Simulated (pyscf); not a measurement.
Optimised with ωB97X-D3(BJ)/def2-SVP in PySCF.

SMILES: [Nb]([OH])([F])([SH])([F])[F]
```xyz
8

O     -0.6028    -0.8263    -0.7023
Nb    -0.4101     1.0159    -0.7566
F     -1.0656     1.2973     0.9482
F      1.4087     0.9854    -1.0815
F     -0.4693     2.8597    -1.1132
S     -1.9191     0.8403    -2.5739
H     -0.9117    -1.7044    -0.9430
H     -1.9767     2.1571    -2.8517
```

Problem. How much does it cost (ΔH, 298 K, ωB97M-D3(BJ)/def2-TZVP) to split `[OH][Nb]([F])([F])([F])[SH]` at its Nb–S bond into [HO–Nb(F)(F)–F]• + SH•?

Solution. Nb–S to [HO–Nb(F)(F)–F]• + SH•: 62.1 kcal/mol. The 7 functionals that were run give +61.9 (M06-2X) to +71.0 kcal/mol (PBE). The radicals are drawn with the spin at the cut bond; how far it spreads was not checked. Other isomers of [HO–Nb(F)(F)–F]• were not searched in full and may lie lower. Left out: the spin-orbit lowering of SH. Open-shell species with a d-block atom are single-reference here; other states, and whether the spin sits on metal or ligand, were not checked. Elements past Kr carry the def2 core potentials, without spin-orbit coupling.
